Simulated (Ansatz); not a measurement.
This Ansatz (an electronic-structure program) input (B2PLYP/6-311++G(3df,3pd)) gives -40.48587 Eh with 111 basis functions. A basis named .json is the Basis Set Exchange file of that set (core-valence sets with the plain set on hydrogen).

Ansatz 0.2 input:
```yaml
crystal:
  periodic: [false, false, false]
  atoms:
    - {symbol: C, position_ang: [-0.00000000, 0.00000000, -0.00000000]}
    - {symbol: H, position_ang: [0.62054657, 0.62688914, 0.63896175]}
    - {symbol: H, position_ang: [-0.64285838, -0.62489528, 0.61852983]}
    - {symbol: H, position_ang: [0.63693263, -0.63278043, -0.61664082]}
    - {symbol: H, position_ang: [-0.61462083, 0.63078657, -0.64085076]}
basis:
  gaussian:
    orbitals: 6-311++G_3df_3pd_.json
hamiltonian:
  xc: {name: B2PLYP}
magnetization: {spin_polarized: false}
correlation: {electrons: outside_noble_gas}
```

Change:
```diff
- orbitals: 6-311++G_3df_3pd_.json
+ orbitals: def2-TZVP
```

Task: What does the run give now?

Result: -40.48264 Eh (B2PLYP/def2-TZVP, 55 functions), a change of +3.23 mEh.
